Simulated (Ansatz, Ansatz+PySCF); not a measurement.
```
atom   x (Å)    y (Å)    z (Å)
   C  0.0000   0.0000  -0.4810
   O  0.0000   0.0000   0.6194
   H  0.0000  -0.8689  -1.0347
   H  0.0000   0.8689  -1.0347
```

RHF on singlet CH2O was run in several spherical basis sets with Ansatz (development build ahead of 0.2.0). Caution for RHF: no unrestricted run beside it, a lower state can exist.

(1) Rank the basis sets by the total energy that they give, lowest first, with the distance from the lowest.
A. 6-31G(d)
B. cc-pVTZ
C. cc-pVDZ
D. def2-TZVP
E. def2-SVP

Results:

(1) D (0.00 eV), B (0.13 eV), C (1.22 eV), A (1.51 eV), E (3.84 eV).

Totals follow the description of the cores as much as that of the bonds, so this order isn't one of quality for chemistry.
